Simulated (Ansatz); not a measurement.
**Changing the shape of Li₂, singlet**

Computed with Ansatz's Gaussian-basis code (development build). Basis cc-pVTZ, nonrelativistic, no frozen core; active space CAS(2,2). Restricted Hartree–Fock, then the lowest state-specific CASSCF solution met for each case. On stretched bonds single-reference methods can fail or change state. Solutions in different active orbitals can move differences by tenths of an eV and at times more than 1 eV.

Case A: bond length 2.7730 Å.

Case B: bond length 4.9915 Å. A bond is stretched, to 1.95 times the sum of the covalent radii.

Energy less that of case A, in eV:

| case | RHF/ROHF | CASSCF |
| --- | --- | --- |
| B | +1.110 | +0.439 |

Question: Give the SC-NEVPT2 energies against case A.

Answer: B: +0.655 eV (15.1 kcal/mol).
